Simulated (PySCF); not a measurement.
**Si3H8 (SMILES [SiH3][SiH2][SiH3]) at BLYP/6-31G(d) (spherical functions)**

Aim: the energy change on altering one bond length of Si3H8 at BLYP/6-31G* (spherical functions), from 2 runs. The job is set up through a Python script.

Program for the calculation: PySCF 2.14.0.

1 further run of the same task is left out (set aside as unsound or not needed).

## 1. Starting point

The species is Si3H8 (11 atoms), meant as a singlet with charge 0. As SMILES, `[SiH3][SiH2][SiH3]`. Geometry: relaxed at PBE0-D4/def2-TZVP.

Bond lengths: Si1–Si2 2.338 Å, Si2–Si3 2.338 Å, Si1–H4 1.488 Å, Si1–H5 1.488 Å, Si1–H6 1.488 Å, Si2–H7 1.490 Å, Si2–H8 1.490 Å, Si3–H9 1.488 Å, Si3–H10 1.488 Å, Si3–H11 1.488 Å. Some angles: Si1–Si2–Si3 110.4°, Si1–Si2–H7 109.6°, Si1–Si2–H8 109.6°, Si3–Si2–H7 109.6°, Si3–Si2–H8 109.6°, Si2–Si1–H4 111.2°, Si2–Si1–H5 109.8°, Si2–Si1–H6 109.8°, Si2–Si3–H9 109.8°, Si2–Si3–H10 109.8°.

## 2. A single-point energy at BLYP/6-31G(d) (spherical functions)

Input file input.xyz:

```xyz
11
H8Si3
Si    -1.292570     1.366730    -0.525270
Si    -0.462570    -0.807300    -0.296320
Si     1.631930    -0.774400     0.742750
H     -2.625850     1.367720    -1.185120
H     -0.354030     2.180440    -1.344070
H     -1.422540     2.000090     0.814640
H     -0.343400    -1.440160    -1.640160
H     -1.410380    -1.620800     0.516390
H      1.515950    -0.154940     2.090430
H      2.583820     0.031780    -0.068050
H      2.179610    -2.149160     0.894770
```

Input file run.py:

```python
# [SiH3][SiH2][SiH3]
from pyscf import gto, dft

mol = gto.M(
    atom='input.xyz',
    basis='6-31g*',
    max_memory=1860,
    verbose=3,
)

myscf = dft.RKS(mol, xc='blyp')
myscf.grids.level = 5
myscf.conv_tol = 1e-10
myscf.kernel()
if not myscf.converged:
    myscf = myscf.newton().run(myscf.mo_coeff, myscf.mo_occ)

etot = myscf.e_tot
print('Final energy', etot)
```

Started as:

```bash
$ OMP_NUM_THREADS=1 python run.py
```

Log:

```text
converged SCF energy = -873.167598432254
Final energy -873.167598432254
```

Run time: 17 s. Hardware: 1 thread of Arm Neoverse V1, shared host; peak memory 0.37 GiB.

## 3. The distorted shape, same level

Input file calc.py:

```python
from pyscf import gto, dft

mol = gto.M(
    atom='''
Si    -2.677899     3.199057    -1.057521
Si    -0.874131    -1.525576    -0.559964
Si     3.083901    -1.463404     1.403594
H     -5.197433     3.200928    -2.304457
H     -0.904315     4.736746    -2.604829
H     -2.923506     4.395934     1.474542
H     -0.648932    -2.721508    -3.099453
H     -2.665232    -3.062868     0.975836
H      2.864730    -0.292794     3.950340
H      4.882712     0.060055    -0.128596
H      4.118866    -4.061324     1.690870
''',
    max_memory=1860,
    verbose=3,
    unit='bohr',
    spin=0,
    charge=0,
    basis='6-31g*',
)

mf = dft.RKS(mol, xc='blyp')
mf.grids.level = 5
mf.conv_tol = 1e-10
mf.kernel()
if not mf.converged:
    mf = mf.newton().run(mf.mo_coeff, mf.mo_occ)

etot = mf.e_tot
print(f'total energy: {etot:.8f} hartree')
```

Started as:

```bash
$ OMP_NUM_THREADS=1 python calc.py
```

Log:

```text
converged SCF energy = -873.155722009146
total energy: -873.15572201 hartree
```

It took 18 s on 1 thread of Arm Neoverse V1, shared host; peak memory 0.37 GiB.

## 4. Summary of results

Level: BLYP/6-31G* (spherical functions).

| quantity | value |
| --- | --- |
| first shape: total energy | -873.16760 Eh |
| first shape: dipole moment | 0.09 D |
| first shape: HOMO energy | -6.70 eV |
| first shape: LUMO energy | -0.44 eV |
| first shape: HOMO–LUMO gap | 6.26 eV |
| distorted shape: total energy | -873.15572 Eh |
| distorted shape: dipole moment | 0.07 D |
| distorted shape: HOMO energy | -6.36 eV |
| distorted shape: LUMO energy | -1.22 eV |
| distorted shape: HOMO–LUMO gap | 5.13 eV |
| energy change with the Si1–Si2 bond stretched from 2.338 to 2.689 Å | 0.323 eV |

**Reading.** With the Si1–Si2 bond stretched from 2.338 to 2.689 Å the energy rises by 0.32 eV (31.2 kJ/mol). The first shape isn't relaxed at this level, so the change isn't measured from a minimum.
